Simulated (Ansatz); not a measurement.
Input for Ansatz (development build ahead of 0.2.0):

```yaml
crystal:
  periodic: [false, false, false]
  atoms:
    - { symbol: Mg, position_ang: [0.0, 0.0, 0.0] }
    - { symbol: O, position_ang: [0.0, 0.0, 2.51] }
basis:
  gaussian: { orbitals: def2-SVP }
magnetization:
  spin_polarized: true
hamiltonian:
  xc: hf
correlation:
  method: mp2
  frozen_orbitals: { Mg: 1, O: 1 }
output:
  forces: true
```

The input is written out in the form of the current development build from the run's settings.

The run gave:

| Item | Value |
| --- | --- |
| Converged | yes |
| Reference energy | -274.24415 hartree |
| Correlation energy | -0.16718 hartree |
| Total energy | -274.41133 hartree |
| Spin squared of the determinant | 1.006 |
| Stability test | minimum |

Forces (eV/Å):
```
atom     Fx     Fy      Fz
 Mg1  0.000  0.000   2.945
  O2  0.000  0.000  -2.945
```

Caution: bonds are stretched, where a single reference can fail; the unrestricted determinant is a mixture of spin states.
